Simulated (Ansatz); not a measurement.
Results of r²SCAN in Ansatz (plane waves, PAW) for hcp Co.

Settings: plane-wave cutoff 500 eV, 22×14×1 k mesh (along the axes of the cell as run), Fermi–Dirac smearing 0.1 eV, scalar-relativistic PAW data made under PBE.

Problem. Predict the surface energy of the (10-10) face and work function of the (10-10) face.

Solution. 
surface energy of the (10-10) face: 2.92 J/m²
work function of the (10-10) face: 4.03 eV

The slab of 12 atoms is relaxed and unreconstructed.

The computed numbers hold no vibrational or temperature effects.

Computing time: around 4 core-hours (rough).

Ansatz is a program for electronic structure.
